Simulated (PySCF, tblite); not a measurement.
# C₄H₇O radical: geometry, infrared bands and EPR parameters

What infrared bands and EPR parameters should C₄H₇O radical (`[CH2]/C=C\CO`) show?

The runs use tblite 0.8.0 and PySCF 2.14.0, with density-fitted response routines of our own; the level of theory stands in each step. All values are computed, except where a source is named. Atoms count from 0, in the outputs and in this text.

## Step 1: The molecule as given

12 atoms, charge 0, multiplicity 2; geometry from: force field or distance geometry start.

Bonds of the start (Å): C0–C1 1.48, C1–C2 1.32, C2–C3 1.49, C3–O4 1.39, C0–H5 1.08, C0–H6 1.10, C1–H7 1.10, C2–H8 1.09, C3–H9 1.12, C3–H10 1.12, O4–H11 1.00.

## Step 2: Geometry optimisation with GFN2-xTB

The job: settings as JSON, then the geometry in Å.

```
{"job": {"kind": "relax", "xc": "GFN2-xTB", "basis": "xTB"}, "charge": 0, "multiplicity": 2}
C      1.516600    -0.851700     0.097400
C      1.082300     0.546500    -0.125400
C     -0.178600     0.902800     0.040200
C     -1.245100    -0.059500     0.420000
O     -2.164900    -0.041000    -0.626100
H      2.147800    -1.030400     0.953200
H      1.799500    -1.395400    -0.818600
H      1.799900     1.331900    -0.401200
H     -0.428400     1.944800    -0.134700
H     -1.747400     0.270300     1.366600
H     -0.860000    -1.101400     0.586700
H     -1.720500    -0.517600    -1.384300
```

Started as:

```bash
$ OMP_NUM_THREADS=1 python probes_run.py task.json out
```

This one command runs all jobs of the session in turn.

**Question.** This job is followed by: GFN2-xTB harmonic vibrations, gas phase; UKS B3LYP, pcH-1 on C H O, non-relativistic, mean-field spin-orbit, GIAO. Predict these results of the whole session: strongest single infrared mode (GFN2-xTB); zero-point energy (GFN2-xTB); g(iso) (B3LYP); ⟨S²⟩; largest a(iso) (averaged by class); potential on the surface of density 0.002 e/bohr³, 1st and 99th percentile.

The runs gave:

| quantity | value |
| --- | --- |
| strongest single infrared mode (GFN2-xTB) | 321 cm⁻¹, 119 km/mol |
| zero-point energy (GFN2-xTB) | 60.5 kcal/mol |
| g(iso) (B3LYP) | 2.00258 |
| ⟨S²⟩ | 0.776 (exact 0.75) |
| largest a(iso) (averaged by class) | 1H on H9, H10, 66.3 MHz |
| potential on the surface of density 0.002 e/bohr³, 1st and 99th percentile | -1.61 V and 2.07 V |

Relaxing lowered the energy by 1.133 eV in 123 steps; the close pair that moved most is C0–C1, from 1.481 to 1.368 Å. No mode is imaginary among the 30: a minimum at this level. The strongest single mode, at 321 cm⁻¹, moves mainly H11. GFN2-xTB is a fitted tight-binding method: band positions and strengths are rough. Its intensities can rank the bands wrongly. The largest spin populations lie on C2 (0.68 e), C0 (0.65 e). The isotropic g lies 0.3 ppt above the free-electron value. The conformer search found further structures of the same energy, which may be mirror or relabelled copies of this one.
